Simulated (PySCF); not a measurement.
Work out the structure from these simulated measurements.

Formula: MgH2.

* UV, strongest line: among the 10 lowest singlet transitions: S3/S4 at 6.80 eV (182 nm, f = 0.612 summed over these states) [TDDFT B3LYP/def2-SVPD]
* Triplet: lowest triplet excitation (Tamm–Dancoff): 4.82 eV [TDA B3LYP/def2-SVPD]
* XPS: Mg1s 1311.4 eV [ΔSCF SCAN, pcX-2 on the ionised atom, pcseg-1 elsewhere, spin-free X2C]
* Rotational structure: rotational constant B (linear): 86.230 GHz [PBE0-D3(BJ)/def2-SVP]
* Dipole: 0.00 D [B3LYP/def2-SVPD]
* 1H NMR: chemical shifts (computed TMS as zero) by class: 4.71 (2 H) ppm [GIAO KT2/pcSseg-1]
* Polarisability: 33.9 au [B3LYP/def2-SVPD]

Electronic properties: PySCF, gas phase, density fitting. Levels stand in brackets. Geometry: PBE0-D3(BJ)/def2-SVP; no solvent, vibrations or thermal averaging. Each NMR value is the plain mean over a class of atoms that symmetry, rotation or inversion makes alike.

Problem. Give a SMILES that accounts for the data.

Solution. All hydrogens form one class (4.71 ppm): hydrogen on magnesium. The core levels belong to: Mg1s 1311.4 eV, magnesium bonded to 2 H. The vanishing dipole is forced by symmetry. The optimised geometry has point group D∞h and is a linear rotor. Structure: `[MgH2]`.
